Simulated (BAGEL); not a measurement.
# UHF/6-311+G(d,p) (density fitting with qzvpp-jkfit) run of CH5OSi (SMILES OC[SiH2])

Aim: the vertical ionisation energy of CH5OSi at UHF/6-311+G** (density fitting with qzvpp-jkfit), from 2 runs. 

Program for the calculation: BAGEL 1.2.2.

**1. The system as given**

CH5OSi: 8 atoms, total charge 0, spin state doublet. SMILES: `OC[SiH2]`. The shape is that of a GFN2-xTB optimisation. This is one conformer, not always the lowest.

Bond lengths: O1–C2 1.422 Å, C2–Si3 1.911 Å, O1–H4 0.963 Å, C2–H5 1.098 Å, C2–H6 1.094 Å, Si3–H7 1.457 Å, Si3–H8 1.455 Å. Angles: O1–C2–Si3 111.5°, O1–C2–H5 110.4°, O1–C2–H6 104.8°, Si3–C2–H5 113.0°, Si3–C2–H6 110.0°, C2–O1–H4 108.6°, C2–Si3–H7 111.8°, C2–Si3–H8 111.4°, H5–C2–H6 106.8°, H7–Si3–H8 115.6°.

**2. A single-point energy at UHF/6-311+G(d,p) (density fitting with qzvpp-jkfit)**

Input file job.json:

```json
{ "bagel": [

{
  "title": "molecule",
  "basis": "6-311+gss.json",
  "df_basis": "qzvpp-jkfit",
  "angstrom": true,
  "geometry": [
    { "atom": "O", "xyz": [      -0.742090,       1.000740,      -1.036980 ] },
    { "atom": "C", "xyz": [      -0.292450,       0.570250,       0.241160 ] },
    { "atom": "Si", "xyz": [       0.559470,      -1.137540,       0.146770 ] },
    { "atom": "H", "xyz": [      -1.420000,       0.391110,      -1.345720 ] },
    { "atom": "H", "xyz": [      -1.117020,       0.597870,       0.965140 ] },
    { "atom": "H", "xyz": [       0.428560,       1.331100,       0.553770 ] },
    { "atom": "H", "xyz": [       1.086880,      -1.551530,       1.440480 ] },
    { "atom": "H", "xyz": [       1.496660,      -1.202000,      -0.964620 ] }
  ]
},

{ "title": "uhf", "nopen": 1 },

{ "title": "print", "file": "orbitals.molden", "orbitals": true }

]}
```

The basis set 6-311+G** is read from a file made from the Basis Set Exchange's data (not shown).

Command:

```bash
$ BAGEL_NUM_THREADS=1 BAGEL job.json > job.out
```

Output:

```text
* using 1 threads per process

  ===============================================================
  ===============================================================

  *** Geometry ***

  { "atom" : "O", "xyz" : [     -1.402347,      1.891125,     -1.959608 ] },
  { "atom" : "C", "xyz" : [     -0.552650,      1.077616,      0.455726 ] },
  { "atom" : "Si", "xyz" : [      1.057245,     -2.149639,      0.277355 ] },
  { "atom" : "H", "xyz" : [     -2.683411,      0.739091,     -2.543042 ] },
  { "atom" : "H", "xyz" : [     -2.110862,      1.129811,      1.823850 ] },
  { "atom" : "H", "xyz" : [      0.809861,      2.515414,      1.046474 ] },
  { "atom" : "H", "xyz" : [      2.053906,     -2.931967,      2.722113 ] },
  { "atom" : "H", "xyz" : [      2.828278,     -2.271451,     -1.822868 ] },

  Number of auxiliary basis functions:      370

  Since a DF basis is specified, we compute 2- and 3-index integrals:
    o Being stored without compression. Storage requirement is 0.032 GB

  Number of basis functions:      104
  Number of electrons      :       33

    * METHOD: MOLECULE                             0.16

  *** Open-shell HF ***

  === Nuclear Repulsion ===
   103.6298021887

      * DIIS with orbital gradients will be used.

  === UHF iteration (6-311+gss.json) ===
      0       -404.24415786          0.05472114           0.08
      1       -404.42652699          0.03948557           0.08
      2       -404.49913218          0.02615310           0.09
      3       -404.54918452          0.00189666           0.09
      4       -404.55003490          0.00087379           0.09
      5       -404.55022183          0.00022059           0.09
      6       -404.55025886          0.00006917           0.08
      7       -404.55026503          0.00001684           0.09
      8       -404.55026574          0.00000742           0.09
      9       -404.55026597          0.00000277           0.09
     10       -404.55026601          0.00000113           0.08
     11       -404.55026602          0.00000066           0.08
     12       -404.55026602          0.00000033           0.09
     13       -404.55026602          0.00000013           0.09
     14       -404.55026602          0.00000006           0.08
     15       -404.55026602          0.00000003           0.08
     16       -404.55026602          0.00000001           0.08
     17       -404.55026602          0.00000001           0.08
    * SCF iteration converged.

    * S^2 (UHF) is 0.7545

    * Permanent dipole moment:
           (    0.236275,     0.436159,    -0.412544) a.u.

    * METHOD: UHF                                  1.67

    * METHOD: PRINT                                0.03

  ===============================================================
```

It took 2 s on 1 thread of Arm Neoverse V1, shared host; peak memory 0.11 GiB.

**3. The singlet cation, same level**

Input file hf.json:

```json
{ "bagel" : [

{
  "title" : "molecule",
  "basis" : "6-311+gss.json",
  "df_basis" : "qzvpp-jkfit",
  "angstrom" : "true",
  "geometry" : [
    { "atom" : "O", "xyz" : [      -0.742090,       1.000740,      -1.036980 ] },
    { "atom" : "C", "xyz" : [      -0.292450,       0.570250,       0.241160 ] },
    { "atom" : "Si", "xyz" : [       0.559470,      -1.137540,       0.146770 ] },
    { "atom" : "H", "xyz" : [      -1.420000,       0.391110,      -1.345720 ] },
    { "atom" : "H", "xyz" : [      -1.117020,       0.597870,       0.965140 ] },
    { "atom" : "H", "xyz" : [       0.428560,       1.331100,       0.553770 ] },
    { "atom" : "H", "xyz" : [       1.086880,      -1.551530,       1.440480 ] },
    { "atom" : "H", "xyz" : [       1.496660,      -1.202000,      -0.964620 ] }
  ]
},

{
  "title" : "hf",
  "charge" : 1
},

{
  "title" : "print",
  "file" : "orbitals.molden",
  "orbitals" : "true"
}

]}
```

The basis set 6-311+G** is read from a file made from the Basis Set Exchange's data (not shown).

Command:

```bash
$ BAGEL_NUM_THREADS=1 BAGEL hf.json > hf.out
```

Output:

```text
* using 1 threads per process

  ===============================================================
  ===============================================================

  *** Geometry ***

  { "atom" : "O", "xyz" : [     -1.402347,      1.891125,     -1.959608 ] },
  { "atom" : "C", "xyz" : [     -0.552650,      1.077616,      0.455726 ] },
  { "atom" : "Si", "xyz" : [      1.057245,     -2.149639,      0.277355 ] },
  { "atom" : "H", "xyz" : [     -2.683411,      0.739091,     -2.543042 ] },
  { "atom" : "H", "xyz" : [     -2.110862,      1.129811,      1.823850 ] },
  { "atom" : "H", "xyz" : [      0.809861,      2.515414,      1.046474 ] },
  { "atom" : "H", "xyz" : [      2.053906,     -2.931967,      2.722113 ] },
  { "atom" : "H", "xyz" : [      2.828278,     -2.271451,     -1.822868 ] },

  Number of auxiliary basis functions:      370

  Since a DF basis is specified, we compute 2- and 3-index integrals:
    o Being stored without compression. Storage requirement is 0.032 GB

  Number of basis functions:      104
  Number of electrons      :       33

    * METHOD: MOLECULE                             0.16

  *** RHF ***

  === Nuclear Repulsion ===
   103.6298021887

      * DIIS with orbital gradients will be used.

  === RHF iteration (6-311+gss.json) ===
      0       -403.97735188          0.02733283           0.05
      1       -404.14918912          0.01904087           0.04
      2       -404.25616179          0.00226671           0.04
      3       -404.25901286          0.00075500           0.04
      4       -404.25929238          0.00022817           0.04
      5       -404.25934249          0.00006553           0.04
      6       -404.25934896          0.00002202           0.04
      7       -404.25934984          0.00000875           0.05
      8       -404.25935000          0.00000333           0.04
      9       -404.25935002          0.00000127           0.04
     10       -404.25935002          0.00000050           0.04
     11       -404.25935002          0.00000017           0.04
     12       -404.25935002          0.00000006           0.04
     13       -404.25935002          0.00000003           0.04
     14       -404.25935002          0.00000001           0.04
     15       -404.25935002          0.00000001           0.04
    * SCF iteration converged.

    * Permanent dipole moment:
           (   -0.248141,     2.109977,    -0.756106) a.u.

    * METHOD: HF                                   0.82

    * METHOD: PRINT                                0.03

  ===============================================================
```

It took 1.1 s on 1 thread of Arm Neoverse V1, shared host; peak memory 0.11 GiB.

**4. Results**

At UHF/6-311+G** (density fitting with qzvpp-jkfit):

| quantity | value |
| --- | --- |
| doublet CH5OSi: total energy | -404.55027 Eh |
| doublet CH5OSi: dipole moment | 1.64 D |
| doublet CH5OSi: ⟨S²⟩ | 0.754 |
| singlet cation: total energy | -404.25935 Eh |
| singlet cation: HOMO energy | -17.07 eV |
| singlet cation: LUMO energy | -7.08 eV |
| singlet cation: HOMO–LUMO gap | 9.99 eV |
| vertical ionisation energy (to the singlet cation) | 7.916 eV |

Removing an electron at fixed nuclei costs 7.92 eV (764 kJ/mol). Only the singlet of the ionised species was computed; a triplet could lie lower.
